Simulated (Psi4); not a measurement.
# BH3F− (SMILES [BH3-]F): a first try and a second

Aim: the energy of BH3F− at CEPA(3)/6-311+G**.

Program for the calculation: Psi4 1.11.

6 further runs of the same task are left out: 2 that didn't finish, 4 set aside as unsound or not needed.

### Step 1. The system as given

BH3F− has 5 atoms, charge -1, and is taken as a singlet. As SMILES, `[BH3-]F`. The coordinates come from a GFN2-xTB relaxation.

Bond lengths: B1–F2 1.447 Å, B1–H3 1.227 Å, B1–H4 1.228 Å, B1–H5 1.228 Å. Angles: F2–B1–H3 108.4°, F2–B1–H4 108.4°, F2–B1–H5 108.4°, H3–B1–H4 110.7°, H3–B1–H5 110.5°, H4–B1–H5 110.5°.

### Step 2. Try one

input.in reads:

```
memory 1.6 GB

molecule {
  -1 1
  B
  F 1 1.446993
  H 1 1.22729 2 108.36574
  H 1 1.227822 3 110.65626 2 118.68033
  H 1 1.228178 3 110.52556 4 122.71396
  units angstrom
}

set reference rhf
set scf_type pk
set freeze_core true
set maxiter 4

e, wfn = energy('cepa(3)/6-311+G**', return_wfn=True)
```

Started as:

```sh
$ psi4 input.in input.out -n 1
```

input.out:

```text
Psi4 1.11 release

   => Loading Basis Set <=

    Name: 6-311+G**
    Role: ORBITAL
    Keyword: BASIS

         ---------------------------------------------------------
                                   SCF
                              RHF Reference
                        1 Threads,   1525 MiB Core
         ---------------------------------------------------------

  ==> Geometry <==

    Molecular point group: c1
    Full point group: C1

    Geometry (in Angstrom), charge = -1, multiplicity = 1:

[... 85 lines left out ...]
                        Total Energy        Delta E     RMS |[F,P]|
[... 1 line left out ...]
   @RHF iter SAD:  -125.01069620172846   -1.25011e+02   0.00000e+00
   @RHF iter   1:  -125.86460115767277   -8.53905e-01   6.14408e-03 ADIIS/DIIS
   @RHF iter   2:  -125.92035475304132   -5.57536e-02   3.79792e-03 ADIIS/DIIS
   @RHF iter   3:  -125.93557308661153   -1.52183e-02   4.50565e-04 ADIIS/DIIS
   @RHF iter   4:  -125.93602816529059   -4.55079e-04   1.28130e-04 ADIIS/DIIS
[... 1 line left out ...]
PsiException: Could not converge SCF iterations in 4 iterations.

  Failed to converge.

psi4.driver.p4util.exceptions.SCFConvergenceError: Could not converge SCF iterations in 4 iterations.

Printing out the relevant lines from the Psithon --> Python processed input file:
    core.IO.set_default_namespace("")
    core.set_global_option("REFERENCE", "rhf")
    core.set_global_option("SCF_TYPE", "pk")
    core.set_global_option("FREEZE_CORE", "true")
    core.set_global_option("MAXITER", 4)
--> e, wfn = energy('cepa(3)/6-311+G**', return_wfn=True)

!-----------------------------------------------------!
!                                                     !
!  Could not converge SCF iterations in 4 iterations. !
!                                                     !
!-----------------------------------------------------!

    Psi4 run time: 0:00:00.77
```

Wall time 2 s (1 thread of AMD EPYC 9R45 (Zen 5), shared host); peak memory 0.21 GiB.

### Step 3. What went wrong

The iterations ended before the threshold was met.

The log says `Could not converge SCF iterations in 4 iterations.`. The cause is that the iteration cap is too low for convergence. To mend it: iteration cap at its default in place of 4.

### Step 4. Second attempt

job.dat reads:

```
memory 1600 mb

molecule molecule1 {
  -1 1
  B
  F 1 1.446993
  H 1 1.22729 2 108.36574
  H 1 1.227822 3 110.65626 2 118.68033
  H 1 1.228178 3 110.52556 4 122.71396
  units angstrom
}

set {
  reference rhf
  scf_type pk
  freeze_core true
}

energy("cepa(3)/6-311+G**")
print_variables()
```

Started as:

```sh
$ psi4 -n 1 job.dat job.out
```

job.out:

```text
[...]
  Running in c1 symmetry.
[...]
  Nuclear repulsion =   30.284621682630863
[...]
  Multiplicity = 1
[...]
  Nalpha       = 9
  Nbeta        = 9
[...]
    Number of basis functions: 62
[...]
   @RHF iter   1:  -125.86460115767277   -8.53905e-01   6.14408e-03 ADIIS/DIIS
[...]
   @RHF iter  10:  -125.93609113807680   -2.57216e-12   3.43550e-09 DIIS
[...]
    Orbital Energies [Eh]
    ---------------------
    Doubly Occupied:
       1A    -25.996616     2A     -7.344853     3A     -1.290887
       4A     -0.498037     5A     -0.387226     6A     -0.387168
       7A     -0.345733     8A     -0.188535     9A     -0.188135
[...]
  @RHF Final Energy:  -125.93609113807680
   => Energetics <=
    Nuclear Repulsion Energy =             30.2846216826308634
    One-Electron Energy =                -239.1870474027651312
    Two-Electron Energy =                  82.9663345820574563
    Total Energy =                       -125.9360911380768044
[...]
 Multipole Moments:
 ------------------------------------------------------------------------------------
     Multipole            Electronic (a.u.)      Nuclear  (a.u.)        Total (a.u.)
 ------------------------------------------------------------------------------------
 L = 1.  Multiply by 2.5417464519 to convert [e a0] to [Debye]
 Dipole X            :         -0.0027085            0.0017052           -0.0010034
 Dipole Y            :          0.0035668           -0.0020258            0.0015411
 Dipole Z            :          4.0569999           -3.1823813            0.8746186
 Magnitude           :                                                    0.8746205
[...]
      * SCS-MP2 total energy:                 -126.274977470095
[...]
      * MP2 total energy:                     -126.275955736459
[...]
```

Wall time 4.5 s (1 thread of AMD EPYC 9R45 (Zen 5), shared host); peak memory 0.29 GiB.

### Step 5. What came out

At CEPA(3)/6-311+G**:

| quantity | value |
| --- | --- |
| total energy | -126.29222 Eh |
| HOMO energy (Hartree–Fock orbitals) | -5.12 eV |
| LUMO energy (Hartree–Fock orbitals) | 5.88 eV |
| HOMO–LUMO gap (to an unbound level, set by the basis) | 11.00 eV |
| correlation energy (2 core orbitals frozen) | -356.1 mEh |
